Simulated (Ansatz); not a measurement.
System: CsCl-type TlBr. Method: HSE06 (Ansatz, a first-principles code, plane waves, PAW).

Settings: plane-wave cutoff 520 eV, 6×6×6 k mesh, scalar-relativistic PAW data made under PBE.

Computed at the level's own relaxed cell.

**Question.** Predict the elastic constant C11, elastic constant C44, Poisson ratio and elastic constant C12.

**Answer.** 
elastic constant C11: 37.3 GPa
elastic constant C44: 5.75 GPa
Poisson ratio: 0.327
elastic constant C12: 11.8 GPa

Elastic constants are with the ions relaxed.

Spin–orbit coupling is not included; it can shift volumes and moduli of such heavy elements.

It cost about 40 core-minutes (a rough figure) of CPU time.
